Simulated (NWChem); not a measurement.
# fluoromethane (CH$_{3}$F); SMILES CF

Program: NWChem. Pople sets run with spherical d functions. Each level has its own optimisation. Computed dipoles belong to the equilibrium geometry; the measured one is vibrationally averaged.

Measured dipole moment: 1.85 D (NIST CCCBDB, as tabulated in the package chemicals).

```json
[
 {"level": "Hartree-Fock/STO-3G", "dipole moment (D)": "1.15", "computed − measured": "-0.70"},
 {"level": "Hartree-Fock/3-21G", "dipole moment (D)": "2.34", "computed − measured": "+0.49"},
 {"level": "Hartree-Fock/6-31G*", "dipole moment (D)": "1.99", "computed − measured": "+0.14"},
 {"level": "B3LYP/6-31G*", "dipole moment (D)": "1.71", "computed − measured": "-0.14"},
 {"level": "LDA (Slater exchange, VWN5)/def2-SVP", "dipole moment (D)": "1.59", "computed − measured": "-0.26"},
 {"level": "PBE/def2-SVP", "dipole moment (D)": "1.61", "computed − measured": "-0.24"},
 {"level": "BLYP/def2-SVP", "dipole moment (D)": "1.63", "computed − measured": "-0.22"},
 {"level": "PBE0/def2-SVP", "dipole moment (D)": "1.74", "computed − measured": "-0.11"}
]
```
